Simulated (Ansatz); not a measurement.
What does this script print? It uses Ansatz 0.2.0, Python API.

`c3h4n2.xyz`
```text
9

C    -1.39830    0.60840   -0.16650
N    -0.42300    0.21020   -0.90210
C     0.53780   -0.67320   -0.22110
C     1.56530    0.14030    0.45290
N     2.36500    0.76690    1.01640
H    -2.16680    1.27340   -0.59270
H    -1.52550    0.32870    0.89380
H     0.03920   -1.33900    0.49370
H     1.00640   -1.31560   -0.97430
```

Script `run_spin.py`:
```python
'''Vertical spin-state energies of C3H4N2.'''

import ansatz as az

geometry = az.Crystal.molecule_from_extxyz('c3h4n2.xyz')

calc = geometry.calculation()
calc = calc.basis(gaussian='def2-SVPD')
calc = calc.functional('r2scan')
found = {}
for unpaired in [0, 2]:
    r = calc.spin('collinear', total=unpaired).run(threads=1, pin='off').report
    s = unpaired / 2
    found[unpaired] = r['free_energy_ev']
    print(f'2S+1 = {unpaired + 1}: E = {found[unpaired]:.5f} eV, <S^2> = {abs(r["mean_field"]["state"]["spin_squared"]):.3f} (pure state {s * (s + 1):.2f})')
lowest = min(found, key=found.get)
for unpaired, e in found.items():
    print(f'multiplicity {unpaired + 1}: {(e - found[lowest]):.3f} eV above the lowest')
```

```console
$ python run_spin.py
2S+1 = 1: E = -6146.34530 eV, <S^2> = 0.000 (pure state 0.00)
2S+1 = 3: E = -6142.49479 eV, <S^2> = 2.009 (pure state 2.00)
multiplicity 1: 0.000 eV above the lowest
multiplicity 3: 3.851 eV above the lowest
```

In order: multiplicity 1 (+0.00 eV) and multiplicity 3 (+3.85 eV), all at the one geometry.

Total energies depend on the basis set; only differences at equal settings carry meaning. The geometry is a force-field or estimated start, not a minimum of this method, and the basis set is short of its limit. All parts are taken at fixed geometry, without zero-point energy. Timing: 29 s on 1 thread of Arm Neoverse V2, on a shared host, peak memory 0.29 GiB.
